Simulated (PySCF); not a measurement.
Species: 3,3-dimethyl-1-butene, C₆H₁₂.
SMILES with atom numbers: `[CH2:1]=[CH:2][C:3]([CH3:4])([CH3:5])[CH3:6]` (hydrogens: H7, H8 on C1; H9 on C2; H10, H11, H12 on C4; H13, H14, H15 on C5; H16, H17, H18 on C6)

The calculation used PBE0-D3(BJ)/def2-TZVP geometry optimisation, gas phase (PySCF).

Question: List the bond lengths, angles and torsions at this level.

Answer: 
```json
{"bond": "C1=C2", "length (pm)": "132.5"}
{"bond": "C2–C3", "length (pm)": "150.4"}
{"bond": "C3–C4, C3–C5", "length (pm)": "153.1"}
{"bond": "C3–C6", "length (pm)": "152.2"}
{"bond": "C1–H7", "length (pm)": "108.4"}
{"bond": "C1–H8", "length (pm)": "108.4"}
{"bond": "C2–H9", "length (pm)": "109.0"}
{"bond": "C4–H10 and 8 like bonds", "length (pm)": "109.3"}
```

Bonds in one row agree within 1 pm and their mean is given. A selection of angles:
```json
{"angle": "C2–C1–H7", "degrees": "121.0"}
{"angle": "C2–C1–H8", "degrees": "122.3"}
{"angle": "H7–C1–H8", "degrees": "116.7"}
{"angle": "C1–C2–C3", "degrees": "127.5"}
{"angle": "C1–C2–H9", "degrees": "118.5"}
{"angle": "C3–C2–H9", "degrees": "114.1"}
{"angle": "C2–C3–C4", "degrees": "108.2"}
{"angle": "C2–C3–C6", "degrees": "112.5"}
{"angle": "C4–C3–C5", "degrees": "109.0"}
{"angle": "C3–C4–H10", "degrees": "110.5"}
{"angle": "C3–C4–H11", "degrees": "111.1"}
{"angle": "H10–C4–H11", "degrees": "107.9"}
```

Torsions: C1–C2–C3–C4 121° (anticlinal).

The C–C distances run from 1.325 Å (C1=C2, drawn double) to 1.532 Å (C3–C5, drawn single), a spread of 0.207 Å. Of the pairs four or more bonds apart, C6···H8 is among the closest relative to their van der Waals radii: 2.60 Å, 90 % of the sum of Bondi's values.

Point group: Cs (tolerance 0.08 Å). PBE0-D3(BJ)/def2-TZVP frequencies: not computed here.

Hardware: 2 threads of an Intel Xeon at 2.50 GHz, shared host with 64 logical CPUs at a one-minute load of 57. Cost: 11 min wall, 19 min CPU, 1.6 GiB resident at most. These figures are those of the optimisation.
